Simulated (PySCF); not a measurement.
## S₂F₂: from structure and modes to constants

Computed with PBE in PySCF with S def2-TZVP, F def2-TZVP; no relativity; density-fitted integrals.

The singlet minimum has Cs symmetry. Masses (u): S 31.97207, F 18.99840.

```xyz
4
charge 0 multiplicity 1, angstrom
S     0.0201   -0.5515    0.0000
S     1.2689    0.8490    0.0000
F    -1.0840   -0.2501   -1.1928
F    -1.0840   -0.2501    1.1928
```

Harmonic wavenumbers (cm⁻¹): 252.3 (a'', ×1), 300.4 (a', ×1), 369.8 (a', ×1), 625.6 (a'', ×1), 666.9 (a', ×1), 738.6 (a', ×1).

(1) Find the principal moments of inertia and the rotational constants. What kind of rotor is it?

(2) What is the harmonic zero-point energy?

(3) Give the standard entropy (298.15 K, 1 bar) by its translational, rotational, vibrational and spin parts, and Cp.

Results:

(1) About the centre of mass I = 65.845, 131.29, 173.56 u Å². With B = 16.8576/I this gives 0.256, 0.1284, 0.09713 cm⁻¹. The molecule is an asymmetric top with κ = -0.61.

(2) Half the sum of all 6 wavenumbers, 2954/2 = 1477 cm⁻¹, which is 17.7 kJ/mol (1 cm⁻¹ = 0.0119627 kJ/mol).

(3) Sackur–Tetrode with M = 101.94 u gives 166.5; rotation with symmetry number 1 gives 107.6; vibration 21.9; spin R ln 1 = 0.0. The total is 296.1 J/(mol K), and Cp = 4 R + 31.8 = 65.0 J/(mol K).

Other isomers or separated fragments may lie lower.
